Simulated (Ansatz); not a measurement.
Born–Oppenheimer molecular dynamics of AlF₂H (4 atoms, charge 0, multiplicity 1). It starts from a relaxed structure.

All numbers below come from RKS BLYP/def2-SVPD (Ansatz).

```
ensemble        : NVT, Langevin thermostat
time step       : 0.5 fs
steps asked     : 100
set temperature : 500 K
friction        : 0.02 /fs
seed            : 507790
```

First frame:

```xyz
4
Properties=species:S:1:pos:R:3
Al 0.000 0.000 0.012
H 0.000 0.000 1.575
F 1.445 0.000 -0.858
F -1.445 0.000 -0.858
```

**Question.** How far do the bonds stretch over the last three quarters of this one trajectory? (Pairs bonded in most of those frames.)

**Answer.** 
```json
{"bond": "Al1–H2", "mean (Å)": "1.564", "spread (Å)": "0.055", "shortest": "1.48", "longest": "1.65"}
{"bond": "Al1–F3", "mean (Å)": "1.700", "spread (Å)": "0.053", "shortest": "1.64", "longest": "1.81"}
{"bond": "Al1–F4", "mean (Å)": "1.691", "spread (Å)": "0.015", "shortest": "1.67", "longest": "1.71"}
```

Mean temperature of the second half: 547 K. A run of 0.05 ps of so small a system gives no equilibrium averages.

The run took 3.2 min on 1 thread of Arm Neoverse V1 (shared host), peak memory 0.11 GiB.
